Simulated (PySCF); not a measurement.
**How the functional moves excitation energies**

Species: oxazole, C₃H₃NO.
Bonds: C1–C2 (aromatic), C2–O3 (aromatic), O3–C4 (aromatic), C4–N5 (aromatic), C1–N5 (aromatic). Hydrogens: H6 on C1; H7 on C2; H8 on C4.

Linear-response calculations in the def2-SVPD basis (PySCF; singlets by full response, triplets Tamm–Dancoff, core orbitals frozen in the response; HF means time-dependent Hartree–Fock). 'Strongest' is the level of largest summed f among the singlets computed (10 roots, of which the last may lack a degenerate partner); it can jump between rows when another state enters that window. S1 is the lowest singlet of each run and needn't be the same state throughout; f(S1) is that of one state. Isolated species at its PBE0-D3(BJ)/def2-SVP geometry, gas phase.

```csv
functional,kind,S1 (eV),f(S1),strongest (eV),T1 (eV),HOMO (eV),gap (eV),"ionisation energy, ΔSCF (eV)"
LDA,LDA,5.62,0.001,6.26,4.52,-6.58,5.06,10.10
PBE,GGA,5.73,0.001,6.25,4.34,-6.35,5.08,9.78
B3LYP,"global hybrid, 20% exact exchange",6.28,0.002,8.62,4.29,-7.21,6.69,9.78
PBE0,"global hybrid, 25% exact exchange",6.43,0.002,8.80,4.25,-7.41,7.16,9.73
BHandHLYP,"global hybrid, 50% exact exchange",6.54,0.171,8.94,4.15,-8.31,9.12,9.53
CAM-B3LYP,range-separated hybrid,6.50,0.162,8.78,4.27,-8.74,9.61,9.80
wB97X-D,range-separated hybrid,6.53,0.165,8.88,4.39,-9.26,10.84,9.73
LC-wPBE,range-separated hybrid,6.69,0.163,8.96,4.22,-10.10,12.18,9.83
HF,Hartree–Fock,6.61,0.176,9.35,3.67,-9.55,12.13,not settled
```

S1 runs from 5.62 eV (LDA) to 6.69 eV (LC-wPBE), a spread of 1.07 eV, while the orbital gap spreads over 7.1 eV. Along PBE (0%), B3LYP (20%), PBE0 (25%), BHandHLYP (50%), HF (100%) S1 rises with the share of exact exchange. −ε(HOMO) comes closest to its own ΔSCF ionisation energy with LC-wPBE (+0.28 eV) and misses most with LDA (-3.52 eV). 'Not settled' means that the ion's SCF failed to converge or may have ended in another state than the lowest.
